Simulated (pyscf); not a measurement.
**Four-centre exchange: Cl–BH–Cl + CH₄ -> HCl + H₃C–BH–Cl**

Gas phase, singlet surface, charge 0. Bonds broken: Cl1–B2, C5–H6. Bonds formed: Cl1–H6, B2–C5. PySCF, gas phase, ωB97X-D3(BJ)/def2-SVP geometries. MP2 and CC: frozen core, UHF for open shells. ΔMP2 is the change of the MP2 total energy from the triple- to the quadruple-zeta basis.

Transition state (Å):

```xyz
9

Cl     1.2765     1.5804     0.9214
B      0.1348     0.3914    -0.3908
Cl     1.1388    -0.9945    -0.8956
H     -0.2722     1.1699    -1.2066
C     -1.1016    -0.0925     0.6857
H      0.0298     0.7105     1.0335
H     -1.5944    -0.7088    -0.0824
H     -0.8469    -0.7718     1.5144
H     -1.8182     0.6761     1.0099
```

One imaginary mode, 1057i cm⁻¹; descent along it reached the two sides named.

```csv
bond,change,reactant side (Å),saddle,product side
Cl1–B2,breaks,1.742,2.107,3.1
C5–H6,breaks,1.099,1.430,3.6
Cl1–H6,forms,3.1,1.524,1.286
B2–C5,forms,3.4,1.709,1.559
```

Electronic energies relative to the separated reactants (kJ/mol):

| level | barrier | reaction energy | reverse barrier |
|---|---|---|---|
| ωB97X-D3(BJ)/def2-TZVP | 184.8 | +85.9 | 98.9 |
| PBE/def2-TZVP | 159.9 | +88.0 | 71.8 |
| r²SCAN/def2-TZVP | 167.6 | +88.9 | 78.8 |
| B3LYP-D3(BJ)/def2-TZVP | 187.8 | +86.5 | 101.3 |
| PBE0-D3(BJ)/def2-TZVP | 163.0 | +84.8 | 78.2 |
| M06-2X/def2-TZVP | 182.4 | +86.7 | 95.8 |
| ωB97M-D3(BJ)/def2-TZVP | 184.6 | +83.3 | 101.3 |
| HF/def2-TZVP | 278.3 | +83.0 | 195.4 |
| MP2/def2-QZVPP | 176.2 | +86.7 | 89.5 |
| CCSD/def2-TZVPP | 205.3 | +80.6 | 124.7 |
| CCSD(T)/def2-TZVPP | 192.0 | +82.7 | 109.3 |
| CCSD(T)/def2-TZVPP + ΔMP2(QZVPP) | 188.8 | +82.0 | 106.7 |

With CCSD(T)/def2-TZVPP + ΔMP2(QZVPP) energies and thermal terms (ideal gas, 1 atm, RRHO with modes under 100 cm⁻¹ raised to 100, one conformer, R ln 2 for chiral ones without a mode under 150 cm⁻¹), in kJ/mol:

```json
[
 {"T (K)": "298", "ΔH‡": "180.8", "ΔG‡": "221.8", "ΔH": "+75.7", "ΔG": "+71.1"},
 {"T (K)": "600", "ΔH‡": "183.1", "ΔG‡": "262.6", "ΔH": "+78.4", "ΔG": "+65.5"},
 {"T (K)": "900", "ΔH‡": "186.7", "ΔG‡": "301.6", "ΔH": "+80.8", "ΔG": "+58.5"},
 {"T (K)": "1200", "ΔH‡": "190.6", "ΔG‡": "339.3", "ΔH": "+82.9", "ΔG": "+50.8"}
]
```

This is the saddle that the search found; another between the same sides may lie lower. The CCSD(T) − MP2 part came from Ansatz, without density fitting, on the same reference.
